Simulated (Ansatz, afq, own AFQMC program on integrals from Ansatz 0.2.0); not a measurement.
Two steps: Ansatz 0.2.0 writes the Fock matrix and Cholesky factors of the valence space, and afq projects on them the lowest state that overlaps trial and start.

```yaml
crystal:
  periodic: [false, false, false]
  atoms:
    - {symbol: Ge, position_ang: [0.000058, -0.000005, -0.032234]}
    - {symbol: H, position_ang: [2.521276, 0.029066, 0.778878]}
    - {symbol: H, position_ang: [-1.287798, 2.170341, 0.771702]}
    - {symbol: H, position_ang: [-1.237658, -2.199057, 0.772449]}
basis:
  gaussian: {orbitals: 6-31G}
magnetization: {spin_polarized: true, initial_magnetization: 1}
correlation: {method: ccsd_t, electrons: outside_noble_gas, hamiltonian_folder: ham}
```

```sh
$ ansatz run in.yaml --threads 1 --pin off --events-out ev --progress --plain --max-ram 16896MiB --backend cuda --devices 0, --max-vram 18GiB
```

Options of the walk:

```
--method phaseless --trial cisd --walkers 4000 --populations 20 --least-time 60 --time-step 0.005 --steps-per-block 50 --equilibration-blocks 40 --max-blocks 4000 --target-error 0.00032 --factor-cut 1e-05 --start spin_pure --seed 9447 --release-times 0.24,0.51,0.99,1.62,2.4 --release-step 0.03 --release-every 3 --taylor-order 6
```

Times are imaginary, in 1/Eh. The walk had a cap of 122 s. With eight or more populations the least sampling time is a fifth of least-time, and the error comes from their spread. Filled inner d shells are frozen with the cores.

Output of the walk:

```
orbitals 21  electrons 4 3  factors 138 of 358
reference energy -2076.50574381 Eh
CCSD correlation -0.06474393 Eh in 21 cycles, weight of the determinant in the CISD state 0.6074
energy of the start -2076.544055 Eh
 block  time / (1/Eh)  mean weight  energy / Eh
     1     0.250  1.0000  -2076.550284
     2     0.500  1.0001  -2076.554769
     3     0.750  1.0003  -2076.558113
     4     1.000  0.9999  -2076.560614
     5     1.250  1.0001  -2076.562790
     7     1.750  1.0000  -2076.565875
     9     2.250  1.0001  -2076.568378
    11     2.750  0.9999  -2076.569575
    15     3.750  1.0000  -2076.571315
    19     4.750  1.0000  -2076.572171
    23     5.750  1.0000  -2076.572443
    27     6.750  1.0002  -2076.572577
    31     7.750  0.9999  -2076.573557
    35     8.750  1.0000  -2076.573526
    39     9.750  1.0001  -2076.573306
    43    10.750  0.9999  -2076.573288
    47    11.750  1.0000  -2076.573891
    51    12.750  1.0001  -2076.573968
    55    13.750  0.9999  -2076.573296
    59    14.750  0.9999  -2076.574285
    63    15.750  1.0000  -2076.575042
    67    16.750  1.0001  -2076.574051
    71    17.750  0.9999  -2076.573527
    75    18.750  1.0000  -2076.573177
    79    19.750  1.0001  -2076.573716
    83    20.750  1.0000  -2076.573392
    87    21.750  0.9999  -2076.573892
    89    22.250  1.0000  -2076.574394
error from the spread of 20 populations
released: time / (1/Eh)  energy / Eh  error  mean overlap
  0.24  -2076.574018  0.000168  1.0014
  0.51  -2076.574332  0.000147  0.9998
  0.99  -2076.574737  0.000132  1.0006
  1.62  -2076.575078  0.000165  0.9981
  2.40  -2076.575319  0.000182  0.9986
energy -2076.573864 +/- 0.000141 Eh
(rows thinned)
```

The run passed its tests (sampling time, drift between the halves within three errors, error under three times the target), which doesn't prove that it has relaxed.

Against this walk (error 3.8 meV) on the same determinant: CCSD(T) 18.7 meV higher, CCSDT(Q) 75.5 meV lower, CCSDTQ 110.6 meV lower, full CI 114.9 meV lower. The error is statistical and leaves out the bias of the constraint. The determinant has ⟨S²⟩ = 2.15, so the low cluster orders mix in higher spin, while the walk starts as a pure doublet. The released energies are still falling (meV from the phaseless value at times in 1/Eh: -4 ± 5 at 0.24, -13 ± 4 at 0.51, -24 ± 4 at 0.99, -33 ± 4 at 1.62, -40 ± 5 at 2.40), so they give no level; they do show a bias of the constraint, and the last of them that isn't too noisy lies 75 meV above full CI. Full CI is exact here, so the walk's 115 meV above it is the walk's own error: the bias of the constraint with this trial. The determinant is a poor start (see the cautions), so the low cluster orders aren't to be relied on, and full CI is the sure value.

Cautions: constraint bias not in the error; no relativity below Rb; no spin-orbit coupling; inner d shell frozen; strong correlation (T1 0.116, weight of the determinant 0.61, largest double 0.21); unrestricted determinant spin contaminated (⟨S²⟩ 2.15 against 0.75); CCSD(T) is in doubt: in a space of 7 electrons in 8 natural orbitals full CI lies 103 meV below it.

The walk took 20 s on 1 × NVIDIA H100 80GB HBM3 with 2 threads of AMD EPYC 7R13 Processor (Zen 3) (shared host) (the card was shared). The log's last line is the phaseless energy.

CCSDT and higher add their correlation energy to the determinant of the CCSD(T) run, since their own runs factorise the integrals more tightly (a shift of under 2 meV). A walk keeps the symmetry of its determinant, which the program's search chose and which needn't be the lowest solution, so a lower state of the same spin and another symmetry isn't excluded.
